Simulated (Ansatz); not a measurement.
We consider 1T (CdI2-type) HfS2, described by PBEsol in Ansatz (PAW).

Numerical settings: plane-wave cutoff 520 eV, 12×12×6 k mesh (along the axes of the cell as run), scalar-relativistic PAW data made under PBE.

Computed at the level's own relaxed cell.

Elastic tensor (GPa, Voigt notation, ions relaxed):

```
  138.8    24.7     1.9    -1.3     0.0     0.0
   24.7   138.8     1.9     1.3     0.0     0.0
    1.9     1.9    17.9     0.0     0.0     0.0
   -1.3     1.3     0.0     6.1     0.0     0.0
    0.0     0.0     0.0     0.0     6.1    -1.3
    0.0     0.0     0.0     0.0    -1.3    57.0
```

Task: Work out the Voigt, Reuss and Hill averages of the bulk and shear moduli, Young's modulus and Poisson's ratio from the printed constants.

Result: K_V = [C11 + C22 + C33 + 2(C12 + C13 + C23)]/9 = [295.5 + 2 × 28.5]/9 = 39.2 GPa. G_V = [295.5 − 28.5 + 3 × 69.2]/15 = 31.6 GPa. From the compliances S = C⁻¹, K_R = 15.2 and G_R = 11.2 GPa. Hill means: K = 27.2, G = 21.4 GPa. E = 9KG/(3K + G) = 51 GPa, ν = (3K − 2G)/(6K + 2G) = 0.19, K/G = 1.27.

Measured, for comparison: elastic constant C33 39.4 GPa (temperature not stated, no zero-point or thermal correction; as tabulated in Björkman et al. (2012), arXiv:1206.3542). Computed (rounded) less measured: elastic constant C33 -55 %.

Note: the cell comes from a level without a dispersion term, which matters for the spacing of layers, chains or molecules; the cell has widely spaced layers and the level no dispersion term, so their spacing and the moduli can rest on weak binding.

Spin–orbit coupling is not included.

Static lattice: no zero-point or thermal effects.

Ansatz is a program for electronic structure.
